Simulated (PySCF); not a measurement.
BCl₃, SMILES ClB(Cl)Cl. The structure is a stationary point at TPSSh-D3(BJ)/def2-SVP. The isomer is the one that the SMILES or the coordinates give; other isomers of the formula were not compared.

TDDFT-M06-2X/def2-SVPD in PySCF puts the lowest singlet excitations at 5.88, 6.70, 6.70, 7.18, 7.18, 8.15 eV.

### Question
What are the lowest excitation roots from ADC(2)/aug-cc-pVDZ run with PySCF? (The exact figures need the calculation; the answer reports its results.)

### Answer
6.08, 7.04, 7.04, 7.22, 7.22, 8.15 eV. S1 differs by 0.20 eV (second minus first; roots are paired by order, and the bases may differ).
